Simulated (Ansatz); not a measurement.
We consider hcp Re, described by PBE-D4 (Ansatz, an electronic-structure program, plane waves, PAW).

Numerical settings: plane-wave cutoff 520 eV, 24×24×12 k mesh (along the axes of the cell as run), Fermi–Dirac smearing 0.05 eV, no spin polarisation, scalar-relativistic PAW data made under PBE.

Energies at three volumes about the minimum:

```tsv
V (Å³/atom)	E − E_lowest (meV/atom)
14.377	7.29
14.670	0.00
14.963	6.78
```

Problem. Fit a parabola by hand: where is the minimum, and what is the bulk modulus?

Solution. Slopes: (0.00 − 7.29)/(14.670 − 14.377) = -24.881 and (6.78 − 0.00)/(14.963 − 14.670) = 23.140 meV/Å³. Curvature E″ = 2 × (23.140 − (-24.881))/(14.963 − 14.377) = 163.894 meV/Å⁶. From the middle of the first interval, the slope vanishes at V0 = 14.5235 − (-24.881)/163.894 = 14.675 Å³/atom. B = V0 E″ = 14.675 × 163.894 meV/Å³ × 0.1602 GPa per meV/Å³ = 385 GPa. The full Birch–Murnaghan fit to all volumes gives V0 = 14.670 Å³/atom and B0 = 384 GPa.

Shape and atoms are relaxed at each volume.

Measured, for comparison: bulk modulus 369 GPa (zero-point energy and finite temperature contributions removed, our sources range from 369 to 381; as tabulated in doi:10.1021/acs.jctc.3c00612). Computed (rounded) less measured: bulk modulus +4 % (+0.8 % to +4 % over the range).

Note: the bulk modulus comes from volumes at which shape and atoms were relaxed.
